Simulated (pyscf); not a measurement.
## Four-centre exchange: H₃Si–SH + H₂S → HS–SH + silane (SiH₄)

Gas phase, singlet surface, charge 0. Bonds broken: S1–Si2, S7–H8. Bonds formed: S1–S7, Si2–H8. PySCF, gas phase, ωB97X-D3(BJ)/def2-SVP geometries. MP2 and CC: frozen core, UHF for open shells. ΔMP2 is the change of the MP2 total energy from the triple- to the quadruple-zeta basis.

Transition state (Å):

```xyz
9

S     -1.1586     0.8729    -0.2091
Si     0.6218    -0.5587     0.0065
H     -0.4525     1.9353     0.2309
H      1.1437    -0.0663    -1.3261
H      0.2718    -1.9801    -0.2668
H      1.7637    -0.2360     0.9144
S     -1.7551     0.0649     2.0143
H     -0.3305    -0.6891     1.4860
H     -2.7648     0.9406     1.6790
```

One imaginary mode, 1055i cm⁻¹; descent along it reached the two sides named.

```csv
bond,change,reactant side (Å),saddle,product side
S1–Si2,breaks,2.154,2.295,3.5
S7–H8,breaks,1.349,1.696,3.2
S1–S7,forms,3.9,2.440,2.069
Si2–H8,forms,3.2,1.764,1.491
```

Electronic energies relative to the separated reactants (kcal/mol):

| level | barrier | reaction energy | reverse barrier |
|---|---|---|---|
| ωB97X-D3(BJ)/def2-TZVP | 90.7 | +23.3 | 67.4 |
| PBE/def2-TZVP | 74.1 | +20.6 | 53.5 |
| r²SCAN/def2-TZVP | 80.7 | +22.6 | 58.1 |
| B3LYP-D3(BJ)/def2-TZVP | 83.4 | +21.2 | 62.1 |
| PBE0-D3(BJ)/def2-TZVP | 82.1 | +22.3 | 59.8 |
| M06-2X/def2-TZVP | 90.2 | +22.4 | 67.8 |
| ωB97M-D3(BJ)/def2-TZVP | 90.7 | +22.5 | 68.2 |
| HF/def2-TZVP | 122.2 | +23.3 | 98.9 |
| MP2/def2-QZVPP | 91.4 | +24.6 | 66.8 |
| CCSD/def2-TZVPP | 98.5 | +24.1 | 74.3 |
| CCSD(T)/def2-TZVPP | 92.3 | +23.9 | 68.4 |
| CCSD(T)/def2-TZVPP + ΔMP2(QZVPP) | 91.0 | +23.6 | 67.4 |

With CCSD(T)/def2-TZVPP + ΔMP2(QZVPP) energies and thermal terms (ideal gas, 1 atm, RRHO with modes under 100 cm⁻¹ raised to 100, one conformer, R ln 2 for chiral ones without a mode under 150 cm⁻¹), in kcal/mol:

| T (K) | ΔH‡ | ΔG‡ | ΔH | ΔG |
|---|---|---|---|---|
| 298 | 89.8 | 100.7 | +23.5 | +24.6 |
| 600 | 90.1 | 111.7 | +23.2 | +25.8 |
| 900 | 90.9 | 122.4 | +23.1 | +27.1 |
| 1200 | 91.7 | 132.7 | +23.2 | +28.5 |

The same reactants have a lower exit, to H₃Si–SH + H₂S (barrier +39.9 kcal/mol at ωB97M-D3(BJ)/def2-TZVP, against +90.7 kcal/mol here). One saddle was located; it need not be the lowest between these sides. The CCSD(T) − MP2 part came from Ansatz, without density fitting, on the same reference.
